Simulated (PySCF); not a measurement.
Work out the structure from these simulated measurements.

Formula: CH3Li.

* Rotational structure: rotational constants A, B, C: 161.906, 22.600, 22.600 GHz [PBE0-D3(BJ)/def2-SVP]
* XPS: Li1s 63.7, C1s 287.4 eV [ΔSCF SCAN, pcX-2 on the ionised atom, pcseg-1 elsewhere, spin-free X2C]
* Couplings: largest of the computed one-bond spin–spin couplings (means over like bonds): 13C–1H +116.5 (×3), 13C–7Li +115.1 Hz [B3LYP/pcJ-1]
* Valence photoelectron: vertical ionisation energy: 7.45 eV [ΔSCF wB97X-D/def2-SVPD]
* 13C NMR: chemical shifts (computed TMS as zero) by class: -25.2 (1 C) ppm [GIAO PBE0/pcSseg-1]
* Dipole: 5.84 D [wB97X-D/def2-SVPD]
* UV, first state: lowest singlet excitation: 3.13 eV (396 nm, f = 0.067) [TDDFT wB97X-D/def2-SVPD]
* Polarisability: 33.8 au [wB97X-D/def2-SVPD]
* NMR, other nuclei: isotropic shieldings of nuclei other than C and H, by class: 87 (1 Li) ppm [GIAO PBE0/pcSseg-1]
* Triplet: lowest triplet excitation (Tamm–Dancoff): 2.97 eV [TDA wB97X-D/def2-SVPD]

Electronic properties: PySCF, gas phase, density fitting. Levels stand in brackets. Geometry: PBE0-D3(BJ)/def2-SVP; no solvent, vibrations or thermal averaging. Each NMR value is the plain mean over a class of atoms that symmetry, rotation or inversion makes alike.

Q: What is the compound? Reason from the data.

A: The one carbon: methyl carbon (-25.2 ppm). The other shieldings belong to: 87 ppm, lithium bonded to C. The couplings run between: +116.5 Hz, methyl carbon and its hydrogen (with 2 like pairs); +115.1 Hz, methyl carbon and lithium bonded to C. The core levels belong to: Li1s 63.7 eV, lithium bonded to C; C1s 287.4 eV, methyl carbon. The first electron is taken from the HOMO, whose largest Löwdin shares are 0.59 on the methyl carbon and 0.14 on the lithium bonded to C. The optimised geometry has point group C3v and is a prolate symmetric top. Structure: `[Li][CH3]`.
